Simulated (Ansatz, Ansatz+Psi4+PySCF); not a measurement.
```xyz
3

C     1.6459    0.1032    0.1075
O     1.4415    1.1921   -0.2500
O     1.8651   -0.9813    0.4669
```

Basis set: cc-pVTZ (spherical functions). Correlated methods keep 3 orbitals frozen. Charge 0, multiplicity 1.

Computed with Ansatz (development build ahead of 0.2.0); each method stands on the lowest determinant of its kind that the runs found. Restricted open shells among the atoms or ions are ROHF, correlated in semicanonical orbitals with singles.

Problem. Give the atomization energy at this shape (free ground-state atoms in the same class of orbitals less the molecule, no zero-point energy) of singlet CO₂ by RHF-MP2, RHF.

Solution.

| method | atomization energy |
| --- | --- |
| RHF-MP2 | 17.41 eV |
| RHF | 11.11 eV |
